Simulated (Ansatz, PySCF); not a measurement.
Pair of molecules: C2H2 (SMILES C#C) (first 4 atoms) with H2O (SMILES O); geometry from S66by8 set.
(charge 0, multiplicity 1):
```tsv
atom	x (Å)	y (Å)	z (Å)
C	-1.9285	0.0779	0.0610
H	-0.8626	0.0476	0.0364
C	-3.1403	0.1117	0.0883
H	-4.2009	0.1420	0.1129
O	3.5966	-0.1236	-0.0973
H	4.1670	-0.7134	0.3997
H	4.1686	0.2274	-0.7827
```

Interaction energies are E(AB) − E(A) − E(B) at the monomers' geometry in the complex; basis-set methods are counterpoise corrected.

Cores are frozen in the correlated methods. CBS: X⁻³ extrapolation of the correlation energy, Hartree–Fock from the larger set.

Programs: Ansatz (Gaussian basis) for Hartree–Fock, density functionals and correlated methods; PySCF for the dispersion terms. Values without a source in brackets are computed.

PBE/def2-TZVPPD gives -1.7 kJ/mol for the interaction energy.

Question: Where do these levels fall relative to PBE: PBE-D3(BJ)/def2-TZVPPD, r2SCAN/def2-TZVPPD, B3LYP/def2-TZVPPD, wB97M-V/def2-TZVPPD, MP2/CBS(aug-cc-pVDZ, aug-cc-pVTZ), CCSD(T)/CBS(aug-cc-pVDZ, aug-cc-pVTZ).

Answer: PBE-D3(BJ)/def2-TZVPPD -0.1; r2SCAN/def2-TZVPPD -0.1; B3LYP/def2-TZVPPD 0.0; wB97M-V/def2-TZVPPD -0.2; MP2/CBS(aug-cc-pVDZ, aug-cc-pVTZ) -0.2; CCSD(T)/CBS(aug-cc-pVDZ, aug-cc-pVTZ) -0.2 kJ/mol. 1 of 6 lie above PBE; the widest gap is to wB97M-V/def2-TZVPPD. Against computed benchmark interaction energy, Řezáč et al., J. Chem. Theory Comput. 7, 2427 (2011), S66x8, -1.9 kJ/mol, PBE differs by 0.2 kJ/mol.

Ansatz is a first-principles code.
